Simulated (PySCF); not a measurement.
Compound: SiO.
Geometry (GFN2-xTB, Å), atoms numbered from 1 in this order:
```
atom  x, y, z in Å
O1     0.7557   -0.0032   -0.0025
Si2   -0.7529    0.0045   -0.0117
```

Computed, not measured: B3LYP/def2-SVPD in PySCF (dipole) on a GFN2-xTB geometry, gas phase.

Take the most abundant isotopes and a rigid rotor. 

Problem. What are the moment of inertia and the rotational constant?

Solution. I = 23.161 u·Å², B = 505379 MHz·u·Å²/I = 21820 MHz (0.7278 cm⁻¹, or 1.047 K as hB/k). For two atoms I = μr² with μ = 10.1767 u and r = 1.5086 Å.

Problem. List the first levels of a rigid rotor in a Σ state.

Solution. E(J) = BJ(J+1): J = 1: 1.456, J = 2: 4.367, J = 3: 8.734, J = 4: 14.557, J = 5: 21.835, J = 6: 30.569 cm⁻¹.

Problem. Where do the first rotational lines fall?

Solution. The dipole is 3.18 D; J+1 ← J lies at 2B(J+1): 1 ← 0 at 43.64 GHz, 2 ← 1 at 87.28 GHz, 3 ← 2 at 130.92 GHz, 4 ← 3 at 174.56 GHz, 5 ← 4 at 218.20 GHz, 6 ← 5 at 261.84 GHz.

GFN2-xTB frequencies: not computed here. No vibrational averaging or centrifugal distortion is included, and the geometry carries the error of its method.
